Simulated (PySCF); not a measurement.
C₂H₆S, SMILES CSC, PBE0/def2-SVP optimised geometry.

```
9

C     -0.22    -0.55     0.00
S     -0.88     1.13     0.00
C     -0.21     1.73    -1.56
H      0.88    -0.55     0.00
H     -0.57    -1.03     0.92
H     -0.58    -1.13    -0.86
H      0.90     1.72    -1.56
H     -0.55     2.77    -1.68
H     -0.57     1.14    -2.42
```

Density from PBE0/def2-TZVP (PySCF) at that geometry.

Minimum of the electron density along straight lines between bonded atoms, close to the bond critical point (lines longer than 1.1 times the sum of covalent radii, or with two minima, are not listed):

```
bond   length / Å  ρ at the minimum / e bohr⁻³  ∇²ρ there / e bohr⁻⁵  position (fraction from the first atom)
-----  ----------  ---------------------------  --------------------  ---------------------------------------
C1–S2       1.803                        0.186                 -0.32                                     0.48
S2–C3       1.803                        0.186                 -0.32                                     0.52
C1–H4       1.101                        0.273                 -0.92                                     0.65
C1–H5       1.099                        0.273                 -0.93                                     0.65
C1–H6       1.101                        0.273                 -0.92                                     0.65
C3–H7       1.101                        0.273                 -0.92                                     0.65
C3–H8       1.099                        0.273                 -0.93                                     0.65
C3–H9       1.101                        0.273                 -0.92                                     0.65
```
